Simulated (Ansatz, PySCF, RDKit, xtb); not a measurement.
# Solving CH3OS−, step by step

Task: start from the formula CH3OS− (charge -1), draw up candidate structures, narrow them down in stages, and characterise the one that lies lowest at 298.15 K.

Plan: many cheap relaxations first (GFN2-xTB), then density-functional screening, relaxation at r2SCAN-D4/def2-SVPD, vibrations and a final energy. The numbers are computed, not measured.

4 further runs of the same task are left out: 4 set aside as unsound or not needed.

### 1 Possible bonding patterns

A program enumerates the bonding patterns with one Lewis structure each (two rings at most, one unusual centre or charged pair), with their diastereomers. O–O, O–halogen and N–halogen bonds and N–N–N chains are not drawn. That gives 9 candidates.

| label | SMILES | spin |
| --- | --- | --- |
| c053 | [CH2-]OS | singlet |
| c107 | [CH-]=[SH]O | singlet |
| c141 | CS[O-] | singlet |
| c281 | [O-]CS | singlet |
| c457 | [CH2-]SO | singlet |
| c463 | CO[S-] | singlet |
| c683 | O[CH-]S | singlet |
| c742 | C=[SH][O-] | singlet |
| c987 | OC[S-] | singlet |

Candidates are built by distance geometry, with a force field where one applies, in up to four conformers (letters a to d). 10 starts with atoms placed at random are added, to find patterns that the rules miss.

Q: Predict the outcome of this search (final energies at CCSD(T)/def2-SVPD + MP2/def2-TZVPPD - MP2/def2-SVPD).

| quantity | value |
| --- | --- |
| lowest structure found | OC[S-], singlet, Cs |
| next finalist | CO[S-], singlet, 24.9 kcal/mol higher in G |
| share at equilibrium, among the finalists | 100.0 % |
| harmonic wavenumbers, lowest and highest (r2SCAN-D4/def2-SVPD) | 270 and 3706 cm⁻¹ |
| rotational constants, same geometry | 1.238, 0.1936, 0.173 cm⁻¹ |
| HOMO energy (PBE0/def2-TZVPD) | -0.25 eV |
| LUMO energy (PBE0/def2-TZVPD) | 4.15 eV |
| HOMO–LUMO gap (to an unbound level, set by the basis) (PBE0/def2-TZVPD) | 4.39 eV |
| lowest excitation (TD-B3LYP/def2-SVPD) | 3.79 eV (f = 0.003) |
| strongest of the states computed, same level | 4.68 eV (f = 0.097) |
| lowest triplet excitation, same level, Tamm-Dancoff | 3.66 eV |
| vertical detachment energy | 2.29 eV |
| vertical triplet less singlet | +3.35 eV |

The lowest structure found is `OC[S-]`. The margin of 24.9 kcal/mol over the next finalist is beyond the usual error of the last level; it says nothing of structures that weren't ranked. GFN2-xTB, HF/STO-3G, r2SCAN-D4/def2-SVPD, r2SCAN-D4/def2-SVPD, relaxed, HF/def2-SVPD and MP2/def2-SVPD already put its bonding pattern lowest among the structures in one piece. A candidate that fell apart on refinement lay below the next finalist; fragments are not ranked, and their entropy would favour them further. In an anion, excitations above the detachment energy lie in the continuum and hang on the basis, so they needn't be bound states. Lowest found is not proven lowest: the search is finite, and each finalist counts with one conformer. Patterns outside the rules of the enumeration were met only by chance.
